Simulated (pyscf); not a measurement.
•H₂Si–Cl + water (H₂O) → HO–SiH•–Cl + hydrogen (H₂), a four-centre exchange (doublet surface; H–Si, H–O broken, O–Si, H–H formed). Optimised with ωB97X-D3(BJ)/def2-SVP in PySCF. Energies in kcal/mol from the separated reactants.

AM1 to PM7: differences of heats of formation from MOPAC, which are fitted to 298 K values and so differ in kind from electronic energies by zero-point and thermal terms. Open shells are spin-unrestricted. 

Q: In single points PM6 puts the saddle at 9.7 kcal/mol and the reaction energy at -49.7 kcal/mol. Should these be trusted to within a few kcal/mol? Compare with ωB97M-D3(BJ)/def2-TZVP.

A: ωB97M-D3(BJ)/def2-TZVP gives ΔE‡ = 25.3 kcal/mol and ΔE = -19.3 kcal/mol. PM6 lies 15.5 kcal/mol under it in the barrier and 30.4 kcal/mol under it in the reaction energy, so on this step it does not hold to within 3.0 kcal/mol. ωB97M-D3(BJ)/def2-TZVP has limits of its own. The same reactants have a lower exit, to HO–SiH₂• + HCl (barrier +13.0 kcal/mol at ωB97M-D3(BJ)/def2-TZVP, against +25.3 kcal/mol here). One saddle was located; it need not be the lowest between these sides.
